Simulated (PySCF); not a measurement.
## Which functional comes closest?

Molecule: 1,1,2,2-tetrafluoroethane (SMILES FC(F)C(F)F).

Structure with atom numbers: `[F:1][CH:2]([F:3])[CH:4]([F:5])[F:6]`. Each H is labelled by its parent atom.

Geometry PBE0-D3(BJ)/def2-SVP throughout; GIAO in PySCF, gas phase, one conformer, non-relativistic; equivalent atoms averaged; basis pcSseg-2.

Reference values (measured; G. Saielli, R. Bini, A. Bagno, Computational 19F NMR. 2. Organic compounds, RSC Adv. 2014, ESI (exp. from Berger-Braun-Kalinowski 1994 and Everett 1995)): δ(F1/F3/F5/F6) = -140.2 ppm vs CFCl3. Computed shifts are taken against CFCl3, calculated as an isolated molecule at each level.

How do the functionals HF, LDA, PBE, BLYP, BP86, OPBE, KT2, KT3, B97-D, B3LYP, PBE0, mPW1PW91, WP04, B97-2, BHandHLYP, CAM-B3LYP, wB97X-D, LC-wPBE perform against the reference? Times are CPU seconds on shared hosts with different chips, so compare them loosely; the GGAs took longer than the global hybrids here, which isn't the general rule, and the cause wasn't traced.

## Answers


```
functional                    kind  F1/F3/F5/F6  abs. error F  core-s
        HF            Hartree–Fock       -121.4          18.8      11
       LDA                     LDA       -175.4          35.2      22
       PBE                     GGA       -170.7          30.5      28
      BLYP                     GGA       -168.6          28.4      29
      BP86                     GGA       -171.1          30.9      28
      OPBE                     GGA       -165.2          25.0      30
       KT2                     GGA       -177.6          37.4      29
       KT3                     GGA       -169.1          28.9      31
     B97-D                     GGA       -165.3          25.1      29
     B3LYP           global hybrid       -156.2          16.0      21
      PBE0           global hybrid       -155.1          14.9      21
  mPW1PW91           global hybrid       -154.2          14.0      21
      WP04           global hybrid       -148.4           8.2      25
     B97-2           global hybrid       -153.7          13.5      16
 BHandHLYP           global hybrid       -141.1           0.9      18
 CAM-B3LYP  range-separated hybrid       -145.8           5.6      29
   wB97X-D  range-separated hybrid       -147.9           7.7      31
   LC-wPBE  range-separated hybrid       -134.6           5.6      33
```

For $^{19}$F the closest is BHandHLYP (0.9 ppm) and the furthest KT2 (37.4 ppm). One molecule is a small sample, and vibrational and solvent effects are absent from the calculation.
